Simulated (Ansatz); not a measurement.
# B2H4: functionals against CCSD(T) at one geometry

One table from this session's results is given with a row withheld; the runs are named, their logs left out.

Method: single points in def2-TZVPP; program: Ansatz 0.2.0, Gaussian basis.

Correlated methods freeze the cores.

**Where the work starts**

SMILES `BB`, 6 atoms, charge 0, spin multiplicity 1.

Atoms are counted from 1 here; the program's logs count them from 0.

Bond lengths: B1–B2 1.533 Å, B1–H3 1.112 Å, B1–H4 1.213 Å, B2–H5 1.268 Å, B2–H6 1.041 Å. Angles: B2–B1–H3 137.4°, B2–B1–H4 122.9°, H3–B1–H4 98.0°, B1–B2–H5 115.5°, B1–B2–H6 127.0°, H5–B2–H6 116.3°.

Coordinates:

```xyz
6
B2H4
B    -0.2834   -0.6854   -0.0664
B     0.3515    0.7031    0.0678
H    -1.0830   -1.2723    0.4373
H     0.2497   -1.5994   -0.6594
H    -0.1365    1.6016   -0.6817
H     0.9935    1.0276    0.8201
```

The first run:

run/in.yaml

```yaml
crystal:
  periodic: [false, false, false]
  atoms:
    - {symbol: B, position_ang: [-0.283400, -0.685400, -0.066400]}
    - {symbol: B, position_ang: [0.351500, 0.703100, 0.067800]}
    - {symbol: H, position_ang: [-1.083000, -1.272300, 0.437300]}
    - {symbol: H, position_ang: [0.249700, -1.599400, -0.659400]}
    - {symbol: H, position_ang: [-0.136500, 1.601600, -0.681700]}
    - {symbol: H, position_ang: [0.993500, 1.027600, 0.820100]}
basis:
  gaussian: {orbitals: def2-TZVPP}
correlation: {method: ccsd_t}
output: {forces: true}
```

No record of the launch command was kept for these runs.

Among the steps run: CCSD(T)/def2-TZVPP; PBE0-D4/def2-TZVPP; wB97M-V/def2-TZVPP; r2SCAN-D4/def2-TZVPP; PBE-D4/def2-TZVPP; revPBE-D4/def2-TZVPP; CAM-B3LYP-D4/def2-TZVPP.

One table of the session follows, with a row left open; its other results are not shown here.

```
      method  RMS force component (eV/Å)  angle to CCSD(T) forces (°)  dipole (D)
     CCSD(T)                       2.142                    reference        0.07
     PBE0-D4                       2.109                          6.1        0.11
     wB97M-V                       2.071                          3.8        0.09
   r2SCAN-D4                           ?                            ?           ?
      PBE-D4                       2.095                         10.9        0.14
   revPBE-D4                       2.104                          9.4        0.13
CAM-B3LYP-D4                       2.090                          4.4        0.09
```

**Question.** Estimate the row for r2SCAN-D4.

The run gave: RMS force component (eV/Å): 2.084; angle to CCSD(T) forces (°): 7.7; dipole (D): 0.12. In the column «RMS force component (eV/Å)» it lies between wB97M-V (2.071) and CAM-B3LYP-D4 (2.090).
